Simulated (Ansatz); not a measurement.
```yaml
crystal:
  periodic: [false, false, false]
  atoms:
    - {symbol: Sc, position_ang: [0.000228, -0.000751, -0.208584]}
    - {symbol: O, position_ang: [0.466208, 0.472527, 1.555032]}
    - {symbol: O, position_ang: [-0.469605, -0.461320, 1.557373]}
    - {symbol: F, position_ang: [-1.080348, 1.079943, -1.068844]}
    - {symbol: F, position_ang: [1.082670, -1.087604, -1.058678]}
basis:
  gaussian: {orbitals: def2-TZVP}
magnetization: {spin_polarized: true, initial_magnetization: 1}
hamiltonian: {xc: pbe0}
relax: {f_tol: 0.004, max_steps: 80}
```

```sh
$ ansatz run in.yaml --threads 1 --pin off --events-out ev --progress --plain --max-ram 2176MiB
```

Steps of the relaxation (energy above the last step; positions in Å, forces in eV/Å):

```
5
step 1, 676.1 meV
Sc    0.000   -0.001   -0.209    0.003   -0.010   -2.763
O     0.466    0.473    1.555   -0.010    0.004    2.832
O    -0.470   -0.461    1.557    0.004    0.017    2.832
F    -1.080    1.080   -1.069   -1.819    1.819   -1.459
F     1.083   -1.088   -1.059    1.822   -1.829   -1.442
```

```
5
step 2, 93.2 meV
Sc    0.000   -0.001   -0.238    0.001   -0.004   -1.069
O     0.462    0.469    1.626    0.042    0.047    0.963
O    -0.465   -0.457    1.629   -0.045   -0.040    0.964
F    -1.116    1.116   -1.125   -0.514    0.514   -0.431
F     1.119   -1.124   -1.115    0.515   -0.517   -0.426
```

```
5
step 3, 3.5 meV
Sc    0.000   -0.001   -0.260    0.000    0.000   -0.039
O     0.465    0.472    1.680   -0.363   -0.362    0.003
O    -0.468   -0.459    1.683    0.363    0.362    0.002
F    -1.131    1.131   -1.169    0.054   -0.054    0.017
F     1.134   -1.139   -1.158   -0.054    0.054    0.017
```

```
5
step 5, 0.1 meV
Sc    0.000   -0.001   -0.258    0.000    0.000   -0.027
O     0.461    0.468    1.685    0.001    0.001    0.006
O    -0.464   -0.455    1.687   -0.001   -0.001    0.006
F    -1.126    1.126   -1.174    0.020   -0.020    0.008
F     1.129   -1.134   -1.164   -0.020    0.020    0.008
```

```
5
step 6, 0.0 meV
Sc    0.000   -0.001   -0.256    0.000    0.000   -0.001
O     0.461    0.468    1.687    0.001    0.001    0.000
O    -0.464   -0.455    1.690   -0.001   -0.001    0.000
F    -1.123    1.123   -1.178    0.000    0.000    0.000
F     1.126   -1.131   -1.167    0.000    0.000    0.000
```

Close pairs at the end: O2–O3 1.307 Å, Sc1–F5 1.837 Å, Sc1–F4 1.837 Å, Sc1–O2 2.051 Å, Sc1–O3 2.051 Å.

A stationary point of unrestricted PBE0 after 6 steps, with ⟨S²⟩ = 0.757 against 0.75 for a pure state; no frequencies were run, so it isn't proven a minimum. 71 s on 1 thread of Intel Xeon Platinum 8488C, shared host.
